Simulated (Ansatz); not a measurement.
# CCSD(T) forces

BH$_{2}$F (SMILES BF), singlet, displaced at random from a GFN2-xTB minimum.

B1  (-0.036, 0.051, -0.057)
F2  (1.137, -0.280, 0.657)
H3  (-0.958, -0.706, 0.230)
H4  (0.029, 0.860, -0.794)
(Å)

Computed with Ansatz 0.2.0 (basis: def2-TZVPP); correlated methods freeze the cores.

CCSD(T) forces from the calculation:
```tsv
atom	Fx	Fy	Fz (eV/Å)
B1	1.783	-3.812	3.659
F2	-2.202	0.898	-1.464
H3	0.368	0.762	-0.361
H4	0.051	2.152	-1.834
```

(1) Which atom feels the largest CCSD(T) force, and how large is it?

T1 diagnostic: at most 0.015.

Answers

(1) B1, 5.58 eV/Å, along (0.32, -0.68, 0.66).

Root-mean-square difference of the force components from those of CCSD(T): PBE0-D4 0.083; wB97M-V 0.060; r2SCAN-D4 0.028; PBE-D4 0.158; BHLYP-D4 0.191; CAM-B3LYP-D4 0.066 eV/Å.

For scale, one of the runs: CCSD(T)/def2-TZVPP forces, 90 basis functions (an equivalent command: `ansatz run in.yaml --threads 4`). The run took about 2.8 s on 4 CPU threads (shared host).
